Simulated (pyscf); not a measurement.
# Four-centre exchange: H₃C–Zn–SH (SMILES [CH3][Zn][SH]) + H₂Se (SMILES [SeH2]) -> CH₄ (SMILES C) + HS–Zn–SeH (SMILES [SH][Zn][SeH])

Gas phase, singlet surface, charge 0. Bonds broken: C1–Zn2, Se8–H9. Bonds formed: C1–H9, Zn2–Se8. Structures and frequencies: ωB97X-D3(BJ)/def2-SVP in PySCF.

Transition state (Å):

```xyz
10

C     -1.8889     0.7626     0.4895
Zn    -0.2401    -0.4842     0.1751
S      0.7889    -2.1500     1.1275
H     -2.6869     0.0167     0.6487
H     -2.3447     1.5684    -0.1112
H     -1.6262     1.2203     1.4592
H      1.7332    -2.2225     0.1682
Se     0.2038     0.7164    -2.0434
H     -0.9895     0.8845    -0.8091
H     -0.6168    -0.2841    -2.7366
```

One imaginary mode, 1253i cm⁻¹; descent along it reached the two sides named, in the forms told below.

| bond | change | reactant side (Å) | saddle | product side |
|---|---|---|---|---|
| C1–Zn2 | breaks | 1.950 | 2.091 | 3.0 |
| Se8–H9 | breaks | 1.469 | 1.725 | 3.3 |
| C1–H9 | forms | 4.0 | 1.584 | 1.100 |
| Zn2–Se8 | forms | 2.8 | 2.561 | 2.283 |

Electronic energies relative to the separated reactants (eV):

```json
[
 {"level": "ωB97X-D3(BJ)/def2-TZVP", "barrier": "0.62", "reaction energy": "-1.46", "reverse barrier": "2.08"},
 {"level": "PBE/def2-TZVP", "barrier": "0.56", "reaction energy": "-1.30", "reverse barrier": "1.86"},
 {"level": "r²SCAN/def2-TZVP", "barrier": "0.51", "reaction energy": "-1.36", "reverse barrier": "1.87"},
 {"level": "B3LYP-D3(BJ)/def2-TZVP", "barrier": "0.70", "reaction energy": "-1.37", "reverse barrier": "2.07"},
 {"level": "PBE0-D3(BJ)/def2-TZVP", "barrier": "0.53", "reaction energy": "-1.37", "reverse barrier": "1.90"},
 {"level": "M06-2X/def2-TZVP", "barrier": "0.58", "reaction energy": "-1.47", "reverse barrier": "2.05"},
 {"level": "ωB97M-D3(BJ)/def2-TZVP", "barrier": "0.79", "reaction energy": "-1.32", "reverse barrier": "2.11"},
 {"level": "HF/def2-TZVP", "barrier": "1.38", "reaction energy": "-1.57", "reverse barrier": "2.95"}
]
```

With ωB97M-D3(BJ)/def2-TZVP energies and thermal terms (ideal gas, 1 atm, RRHO with modes under 100 cm⁻¹ raised to 100, one conformer, R ln 2 for rigid chiral ones), in eV:

| T (K) | ΔH‡ | ΔG‡ | ΔH | ΔG |
|---|---|---|---|---|
| 298 | 0.76 | 1.22 | -1.22 | -1.17 |
| 600 | 0.78 | 1.68 | -1.23 | -1.11 |
| 900 | 0.81 | 2.13 | -1.24 | -1.05 |
| 1200 | 0.85 | 2.56 | -1.26 | -0.98 |

On the reactant side the descent ends in an adduct with a Se–Zn contact, 0.31 eV under the separated species and 0.93 eV under the saddle at ωB97X-D3(BJ)/def2-TZVP. What is counted as formed (Se–Zn) is already present as a longer contact in the reactant adduct; forming that adduct is a step of its own. One saddle was located; it need not be the lowest between these sides. Elements up to Kr have no core potential and no relativistic terms here.
